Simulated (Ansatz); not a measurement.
A nudged elastic band was laid between two geometries of H$_{3}$OSSi (6 atoms, charge 0, multiplicity 2).

All numbers below come from UKS BLYP-D4/STO-3G in Ansatz 0.2.0.

| Quantity | Value |
| --- | --- |
| movable images | 1 |
| climbing image | no |
| spring | 5.0 eV/Å² |
| optimiser | quadratic models (default) |
| start path | IDPP |
| force threshold | 0.03 eV/Å |
| iteration limit | 60 |
| end points | relaxed |

Image 0:

```xyz
6
Properties=species:S:1:pos:R:3
O 0.366 -2.121 1.243
S 1.311 -0.961 0.469
Si -0.178 0.514 -0.294
H -1.107 -0.106 -1.230
H 0.553 1.569 -0.984
H -0.945 1.105 0.795
```

Image 2:

```xyz
6
Properties=species:S:1:pos:R:3
O 1.386 -1.316 1.589
S 0.499 -1.605 0.186
Si -0.327 0.397 -0.343
H -1.040 0.265 -1.606
H 0.736 1.382 -0.499
H -1.254 0.877 0.674
```

Question: Which bonds break or form, and what moves?

Answer: No bond is made or broken. The dihedral O1–S2–Si3–H6 goes from 60 to -64°. The two ends are copies of one structure, up to a mirror image or an exchange of like atoms.

Question: Give the energies along the band, and the barrier.

Answer: It converged. The highest image is number 1 of 0 to 2, 0.006 eV above the ends, which have the same energy within 2 meV. The top lies less than 8 meV above the higher end, about what the thresholds resolve: that end is a shoulder or a very shallow well. No image climbed, so the highest image needn't sit at the top of the path. So few images can step over the top or miss a turn of the path. Limits of this set-up: minimal basis.

| image | path coordinate (Å) | energy (eV) | dihedral O1–S2–Si3–H6 (°) |
| --- | --- | --- | --- |
| 0 | 0.00 | 0.000 | 60 |
| 1 | 1.10 | 0.006 | -2 |
| 2 | 2.19 | 0.000 | -64 |

Question: What is the geometry of the highest image?

Answer: 
```xyz
6
Properties=species:S:1:pos:R:3:forces:R:3
O 0.638 -1.691 1.690 0.00 0.00 0.00
S 1.037 -1.341 0.094 0.00 0.00 0.00
Si -0.208 0.455 -0.368 0.00 0.00 0.00
H -1.071 0.196 -1.514 0.00 0.00 0.00
H 0.637 1.600 -0.688 0.00 0.00 0.00
H -1.033 0.781 0.787 0.00 0.00 0.00
```

The band took 7 iterations and about 12 core-seconds.

The run took 12 s on 1 thread of Arm Neoverse V1, with other jobs on the host, peak memory 0.1 GiB.
